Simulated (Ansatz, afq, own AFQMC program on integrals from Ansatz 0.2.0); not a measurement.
Two steps: Ansatz 0.2.0 writes the Fock matrix and Cholesky factors of the valence space, and afq projects on them the lowest state that overlaps trial and start.

```yaml
crystal:
  periodic: [false, false, false]
  atoms:
    - {symbol: H, position_ang: [0.000000, 0.000000, -0.850667]}
    - {symbol: H, position_ang: [0.000000, 0.000000, -0.010667]}
    - {symbol: H, position_ang: [0.000000, 0.000000, 0.861333]}
basis:
  gaussian: {orbitals: cc-pVTZ}
magnetization: {spin_polarized: true, initial_magnetization: 1}
correlation: {method: ccsd_t, electrons: outside_noble_gas, hamiltonian_folder: ham}
```

```sh
$ ansatz run in.yaml --threads 1 --pin off --events-out ev --progress --plain --max-ram 15360MiB --backend cuda --devices 0, --max-vram 18GiB
```

afq runs on the folder ham with

```
--method phaseless --trial cisd --walkers 4000 --populations 20 --least-time 60 --time-step 0.005 --steps-per-block 50 --equilibration-blocks 28 --max-blocks 4000 --target-error 0.00011 --factor-cut 1e-05 --start spin_pure --seed 8780 --release-times 0.24,0.51,0.99,1.62,2.4 --release-step 0.03 --release-every 3 --taylor-order 6
```

Times are imaginary, in 1/Eh. The walk had a cap of 126 s. With eight or more populations the least sampling time is a fifth of least-time, and the error comes from their spread.

Log:

```
orbitals 42  electrons 2 1  factors 213 of 213
reference energy -1.60086567 Eh
CCSD correlation -0.05121800 Eh in 9 cycles, weight of the determinant in the CISD state 0.9721
energy of the start -1.652050 Eh
 block  time / (1/Eh)  mean weight  energy / Eh
     1     0.250  0.9999  -1.652130
     2     0.500  1.0000  -1.652267
     3     0.750  0.9999  -1.652375
     4     1.000  0.9998  -1.652459
     5     1.250  0.9999  -1.652481
    10     2.500  1.0000  -1.652588
    15     3.750  1.0000  -1.652596
    20     5.000  1.0000  -1.652644
    25     6.250  0.9998  -1.652644
    30     7.500  1.0001  -1.652620
    34     8.500  0.9998  -1.652686
    35     8.750  0.9999  -1.652648
    40    10.000  1.0003  -1.652595
    41    10.250  0.9999  -1.652568
    45    11.250  0.9997  -1.652604
    50    12.500  0.9999  -1.652641
    55    13.750  0.9999  -1.652622
    60    15.000  0.9999  -1.652590
    65    16.250  1.0004  -1.652622
    70    17.500  1.0001  -1.652602
    75    18.750  0.9999  -1.652683
    78    19.500  1.0000  -1.652622
error from the spread of 20 populations
released: time / (1/Eh)  energy / Eh  error  mean overlap
  0.24  -1.652629  0.000005  0.9989
  0.51  -1.652636  0.000006  0.9979
  0.99  -1.652631  0.000005  0.9990
  1.62  -1.652633  0.000005  0.9972
  2.40  -1.652642  0.000005  0.9963
energy -1.652622 +/- 0.000005 Eh
(rows thinned)
```

The run passed its tests (sampling time, drift between the halves within three errors, error under three times the target), which doesn't prove that it has relaxed.

Against this walk (error 0.1 meV) on the same determinant: CCSD(T) 2.3 meV higher, full CI 0.7 meV lower. The error is statistical and leaves out the bias of the constraint. Released to 2.40 1/Eh the energy lies 0.56 ± 0.20 meV (both errors) below the phaseless value, which shows part or all of the bias of the constraint, and full CI lies 0.1 meV below the released value.

Cautions: constraint bias not in the error.

The walk took 49 s on 1 × NVIDIA H100 80GB HBM3 with 2 threads of AMD EPYC 7R13 Processor (Zen 3) (shared host) (the card was shared). The log's last line is the phaseless energy.

A walk keeps the symmetry of its determinant, which the program's search chose and which needn't be the lowest solution, so a lower state of the same spin and another symmetry isn't excluded.
